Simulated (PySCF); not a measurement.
Mapped SMILES: `[F:1][CH2:2][SiH3:3]`. Each H is labelled by its parent atom.

One averaged value for each set of equivalent atoms, single conformer, no solvent model, non-relativistic Hamiltonian. Structure optimised with PBE0-D3(BJ)/def2-TZVP; GIAO B97-2/pcSseg-2 shieldings; PySCF 2.14.

δ = σ(ref) − σ, references computed at the same level: $^{13}$C (σref 185.38), $^{1}$H (σref 31.64), $^{29}$Si (σref 348.46) against TMS; $^{19}$F (σref 175.98) against CFCl3.

| atoms | nucleus | count | δ (ppm) |
| --- | --- | --- | --- |
| Si3 | $^{29}$Si | 1 | ? |
| H(Si3) | $^{1}$H | 3 | 4.05 |
| F1 | $^{19}$F | 1 | ? |
| H(C2) | $^{1}$H | 2 | 4.78 |
| C2 | $^{13}$C | 1 | 77.8 |

**Question.** Complete the table.

**Answer.** 
- F1: -287.1 ppm, fluorine on an sp3 carbon
- Si3: -70.6 ppm, silicon bonded to C, 3 H

Shifts are as computed. Against solution values, carbons near 30 ppm lie about +3 ppm off and those near 130 ppm about +7 ppm. Of 1211 compounds with measured shifts, 218 miss one by over three times the rms of a fit or turn the order of signals round; such compounds aren't used in these exercises. Unscaled 19F shifts against computed CFCl3 carry errors that often reach 10 to 50 ppm.
